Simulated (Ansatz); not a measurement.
Reaction (isomerisation): `OC1=CCC1` → `C/C=C\C=O`

Computed with Ansatz on PBE0-D4/def2-TZVP structures; ΔE is electronic, products minus reactants. CCSD(T)/CBS is the MP2 limit (def2-TZVPP, def2-QZVPP) plus CCSD(T) − MP2 in def2-TZVPP, frozen cores. Each species was taken in one conformer, which may not be the lowest.

```
           level  ΔE (kJ/mol)
CCSD(T)/def2-SVP        -78.7
  MP2/def2-QZVPP        -55.5
```

**Question.** What does CCSD(T)/CBS give? (Estimate.)

**Answer.** The calculation gave: -62.9 kJ/mol. The listed levels differ from it by -15.8, 7.4 kJ/mol.

Largest T1 diagnostic among the species: 0.014.

Leaving LDA and LC-ωPBE aside and taking each functional with its dispersion term where it has one, the values, not all of them listed here, spread over 43.8 kJ/mol, from BLYP-D4 to PBE-QIDH. LDA lies +30.7 kJ/mol from PBE without D4. From r2SCAN to r2SCAN0 (25 % exact exchange), in def2-TZVPP and without D4, ΔE moves by +10.7 kJ/mol. In def2-TZVPP, CCSD(T) changes the Hartree–Fock value by +24.3 kJ/mol (the triples alone add −0.6 kJ/mol) and MP2 by +33.3 kJ/mol.

CCSD(T)/CBS has its own doubt, a few kJ/mol and more with outer-core shells, so smaller differences from it don't rank the levels.
